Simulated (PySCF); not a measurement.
**Si2H5 (SMILES [SiH2][SiH3]) at NEVPT2(5,5)/def2-SVP**

Aim: the energy of Si2H5. The job is set up through a Python script.

The results are computed with PySCF 2.14.0.

1 further run of the same task is left out (set aside as unsound or not needed).

**1. The molecule**

Si2H5 has 7 atoms, charge 0, and is taken as a doublet. SMILES: `[SiH2][SiH3]`. The shape is that of a PBE0-D4/def2-TZVP optimisation.

Bond lengths: Si1–Si2 2.324 Å, Si1–H3 1.489 Å, Si1–H4 1.488 Å, Si2–H5 1.487 Å, Si2–H6 1.490 Å, Si2–H7 1.487 Å. Angles: Si1–Si2–H5 109.0°, Si1–Si2–H6 112.7°, Si1–Si2–H7 109.0°, Si2–Si1–H3 114.5°, Si2–Si1–H4 114.5°, H5–Si2–H6 108.5°, H5–Si2–H7 109.1°, H6–Si2–H7 108.5°, H3–Si1–H4 109.9°.

**2. A single-point energy at NEVPT2(5,5)/def2-SVP**

mol.xyz

```xyz
7
H5Si2
Si    -0.209600    -1.361200    -0.191100
Si     0.357900     0.889200    -0.062000
H     -0.002600    -2.123900     1.070300
H     -1.573600    -1.624600    -0.725600
H      0.210000     1.502800    -1.408000
H     -0.495800     1.643100     0.898600
H      1.774900     1.006800     0.372200
```

calc.py

```python
import numpy
from pyscf import gto, scf, mp, mcscf, mrpt

mol = gto.M(
    atom='mol.xyz',
    spin=1,
    charge=0,
    verbose=4,
    max_memory=1860,
    basis='def2-svp',
)

mf = mol.ROHF()
mf.conv_tol = 1e-10
mf.kernel()
if not mf.converged:
    mf = mf.newton().run(mf.mo_coeff, mf.mo_occ)

pt = mp.MP2(scf.addons.convert_to_uhf(mf)).run()
noons, natorbs = mcscf.addons.make_natural_orbitals(pt)
print('natural occupations', numpy.round(noons[:40], 4))
cas = mcscf.CASSCF(mf, 5, 5)
cas.fix_spin_(ss=0.75)
cas.natorb = True
cas.kernel(natorbs)
e_pt2 = mrpt.NEVPT(cas).kernel()
energy = cas.e_tot + e_pt2
print('Final energy', energy)
```

Run with:

```
$ OMP_NUM_THREADS=1 python calc.py
```

Q: Predict the results. Wanted: total energy; dipole moment.

Answer, from the run:

Level: NEVPT2(5,5)/def2-SVP.

| quantity | value |
| --- | --- |
| total energy | -580.74885 Eh |
| dipole moment (Hartree–Fock density) | 0.05 D |

Mulliken charges of the mean-field density run from -0.13 on H5 to +0.40 on Si2.
